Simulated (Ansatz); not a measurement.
Consider the hydrogen abstraction from the O–H bond: `O[SiH2]O` + F• → `[O][SiH2]O`• + H–F.

Gas-phase electronic energies from Ansatz, PBE0-D4/def2-TZVP geometries. CCSD(T)/CBS is the MP2 limit (def2-TZVPP, def2-QZVPP) plus CCSD(T) − MP2 in def2-TZVPP, frozen cores. This one scheme is used for every species, atoms too. Functionals use def2-TZVPP. B3LYP here is the variant with VWN-RPA as its local correlation; programs differ in this. Open shells (•) are unrestricted, without spin–orbit coupling. Spin–orbit coupling would lower the free atoms: a little for F. One conformer a species, not always the lowest.

```csv
level,ΔE (kJ/mol)
LDA (SPW92),-115.9
r2SCANh-D4,-67.7
BHLYP-D4,-48.8
ωB97X-V,-62.0
B3LYP,-73.3
LC-ωPBE,-65.0
RPA@PBE/def2-TZVPP,-34.1
SCS-MP2/def2-QZVPP,-50.7
```

**Question.** What does CCSD(T)/CBS give? (Estimate.)

**Answer.** Computed: -60.9 kJ/mol. The listed levels differ from it by -55.0, -6.8, 12.1, -1.1, -12.4, -4.1, 26.8, 10.2 kJ/mol.

Largest T1 diagnostic among the species: 0.019.

At CCSD(T), def2-SVP lies +22.6 kJ/mol from the extrapolated value and def2-TZVPP +5.4 kJ/mol. From PBE to PBE0 (25 % exact exchange), in def2-TZVPP and without D4, ΔE moves by +26.9 kJ/mol. In def2-TZVPP, CCSD(T) changes the Hartree–Fock value by −34.0 kJ/mol (the triples alone add −2.0 kJ/mol) and MP2 by −29.4 kJ/mol.

CCSD(T)/CBS has its own doubt, a few kJ/mol and more with outer-core shells, so smaller differences from it don't rank the levels.
